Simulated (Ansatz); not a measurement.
We consider rock-salt MgS, described by r²SCAN (PAW; Ansatz, a first-principles code).

Numerical settings: plane-wave cutoff 560 eV, 12×12×12 k mesh, Fermi–Dirac smearing 0.01 eV, scalar-relativistic PAW data made under PBE.

The cell has the measured lattice: a = 5.2033 Å, b = 5.2033 Å, c = 5.2033 Å, α = 90.00°, β = 90.00°, γ = 90.00°.

**Question.** Predict the band gap, smallest direct gap on the k points sampled and width of the whole s-p valence band.

**Answer.** 
band gap: 3.46 eV (indirect)
smallest direct gap on the k points sampled: 4.64 eV
width of the whole s-p valence band: 13.19 eV

Note: cell and atoms aren't relaxed at this level.

Computed values are for the static lattice.

The result took around 10 core-seconds (rough).
